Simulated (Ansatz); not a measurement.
H2O2Si, SMILES O[Si]O: a ladder of basis sets, run with the Ansatz DFT code, driven from Python.

`basis_h2o2si.py`:
```python
# -*- coding: utf-8 -*-
"""Basis-set convergence for H2O2Si."""

from dataclasses import dataclass

import ansatz as az
from ase import Atoms


@dataclass
class Options:
    xc: str = "hf"


opts = Options()


def main():
    atoms = Atoms(["O", "Si", "O", "H", "H"], positions=[
        (-1.4782, -0.1569, -0.2592),
        (-0.2186, -0.7282, 0.528),
        (1.0576, 0.1954, 0.0764),
        (-1.2631, 0.6613, -0.8461),
        (1.9523, -0.0452, 0.4595),
    ])
    mol = az.Crystal.molecule_from_ase(atoms)

    setup = mol.calculation().functional(opts.xc)

    energies = {}
    for basis in ["cc-pVDZ", "cc-pVTZ"]:
        r = setup.basis(gaussian=basis).run(threads=1).report
        size = r["n_frozen"] + r["n_occupied"][0] + r["n_virtual"][0]
        energies[basis] = (r["reference_energy_ev"] / 27.211386246, r["free_energy_ev"] / 27.211386246)
        print(f"{basis:14s} {size:4d} orbitals  reference {energies[basis][0]:14.6f} Ha  total {energies[basis][1]:14.6f} Ha")

    last = energies["cc-pVTZ"][1]
    for basis, (_, total) in energies.items():
        print(f"{basis:14s} lies {27.211386 * (total - last):9.4f} eV above cc-pVTZ")


if __name__ == "__main__":
    main()
```

How far does the total energy move along this ladder of basis sets?

Against cc-pVDZ: cc-pVTZ -86.5 mHa. The last step alone is -86.52 mHa.

What the script printed:

```console
$ python basis_h2o2si.py
cc-pVDZ          56 orbitals  reference    -439.868315 Ha  total    -439.868315 Ha
cc-pVTZ         122 orbitals  reference    -439.954834 Ha  total    -439.954834 Ha
cc-pVDZ        lies    2.3543 eV above cc-pVTZ
cc-pVTZ        lies    0.0000 eV above cc-pVTZ
```

Notes:
- The drop along the ladder measures the basis error, and is no property of the molecule.
- The geometry is a force-field or estimated start, not a minimum of this method, and the last set is no limit. Much of the fall in a total is atomic energy, which cancels in bond and reaction energies.
- For Al to Cl the sets with a tight d function, cc-pV(X+d)Z, are usual.
- Timing: 3.2 s on 1 thread of Intel(R) Xeon(R) Processor @ 2.30GHz (shared host), peak memory 0.29 GiB.
